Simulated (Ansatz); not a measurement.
## doublet C3H4(+): levels of theory in one basis

```
atom    x (Å)    y (Å)    z (Å)
   C   0.2324   0.3975   1.1502
   C  -0.0402  -0.0688  -0.1991
   C  -0.2673  -0.4572  -1.3232
   H  -0.5830   1.0387   1.5196
   H   0.3385  -0.4483   1.8473
   H   1.1643   0.9829   1.1859
   H  -0.4687  -0.8018  -2.3203
```

Basis set: def2-SVP (spherical functions). Correlated methods keep 3 orbitals frozen. Charge 1, multiplicity 2.

Computed with Ansatz (development build ahead of 0.2.0); each method stands on the lowest determinant of its kind that the runs found.

| method | E − E(ROHF) (eV) | <S²> of the determinant |
| --- | --- | --- |
| ROHF | 0.00 | 0.75 |
| UHF | -0.06 | 0.76 |
| UHF-MP2 | -9.45 | 0.76 |
| UHF-CCSD(T) | -10.86 | 0.76 |

(1) Is a single determinant a sound starting point here?

Answers

(1) By this sign, yes. Unrestricted orbitals gain 0.06 eV and <S²> is 0.76 against 0.75 for a pure state.

Caution for UHF, UHF-MP2, UHF-CCSD(T): the determinant breaks the point group. Caution for UHF-MP2: MP2 on this radical cation hangs on the determinant chosen.
